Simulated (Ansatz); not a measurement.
Frontier orbitals of H$_{2}$MgS$_{2}$, SMILES `[SH][Mg][SH]`.

Charge 0, multiplicity 1. Correlated methods include outer-core shells of Mg, which these sets cover unevenly. The geometry is a stationary point of PBE0-D4/def2-TZVP. It is one conformer, not always the lowest. Basis def2-TZVPP, Ansatz 0.2.0.

Orbital energies of one run (eV). Highest occupied ones, from the top: -9.65, -9.66, -10.28, -11.23, -13.43, -13.54, -22.39, -22.50, -54.30, -54.48, -54.48, -88.84, -162.27, -162.27. Empty: 0.23, 1.32, 1.32, 2.67, 3.26, 4.01.

(1) Which functional gave them?
A. PBE
B. BHLYP
C. ωB97X-V
D. LC-ωPBE

Results:

(1) C. HOMO energies: ωB97X-V -9.65, PBE -6.11, LC-ωPBE -10.03, BHLYP -8.33 eV.

LC-ωPBE has ω = 0.4 bohr⁻¹.
